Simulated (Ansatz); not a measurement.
Geometry optimisation, Ansatz, UKS PBE-D4/def2-SVP.

Input file:

```yaml
crystal:
  periodic: [false, false, false]
  atoms:
    - { symbol: O, position_ang: [-1.65842, -1.08178, 0.55302] }
    - { symbol: B, position_ang: [-0.48769, -1.19759, 0.20393] }
    - { symbol: Si, position_ang: [0.33647, 0.76507, -0.13578] }
    - { symbol: H, position_ang: [0.3116, -2.031, -0.003] }
    - { symbol: H, position_ang: [1.74779, 0.6717, -0.51883] }
    - { symbol: H, position_ang: [0.19538, 1.50726, 1.11372] }
    - { symbol: H, position_ang: [-0.44513, 1.36635, -1.21306] }
magnetization:
  spin_polarized: true
  initial_magnetization: 1
basis:
  gaussian: { orbitals: def2-SVP }
hamiltonian:
  xc: pbe
  dispersion: d4
relax:
  f_tol: 0.02
  max_steps: 40
output:
  orbitals: {}
```

Launched with:

```bash
$ ansatz run input.yaml --threads 1 --pin off --max-ram 2048MiB --backend cpu --events-out ev --progress --plain --runs-dir out
```

Where does it end, and by what steps?

The forces met the threshold. The force dipped under the threshold on the way, but the program's further checks kept it going. After 23 steps the energy has fallen by 0.137 eV; O1 moved furthest, 0.70 Å.

```csv
step,energy less start (eV),largest force component (eV/Å),accepted
0,0.0000,2.200,yes
1,-0.1057,0.539,yes
2,-0.1180,0.193,yes
3,-0.1181,0.435,yes
4,-0.1215,0.032,yes
5,-0.1220,0.006,yes
6,-0.1149,0.701,no
7,-0.1226,0.020,yes
8,-0.1231,0.128,yes
9,-0.1221,0.376,no
10,-0.1245,0.059,yes
11,-0.1262,0.146,yes
12,-0.1265,0.312,yes
13,-0.1245,0.506,no
14,-0.1302,0.134,yes
15,-0.1329,0.025,yes
16,-0.1332,0.341,yes
17,-0.1350,0.112,yes
18,-0.1363,0.008,yes
19,-0.1296,0.634,no
20,-0.1370,0.026,yes
21,-0.1364,0.241,no
22,-0.1363,0.178,no
23,-0.1372,0.013,yes
```

```xyz
7
Properties=species:S:1:pos:R:3
O -1.321 -1.221 1.147
B -0.489 -1.160 0.200
Si 0.320 0.775 -0.112
H -0.034 -1.975 -0.604
H 1.818 0.634 -0.149
H -0.107 1.719 0.972
H -0.186 1.229 -1.454
```

Time of the run: 58 s on 1 thread of Arm Neoverse V1 (shared host), peak memory 0.14 GiB.
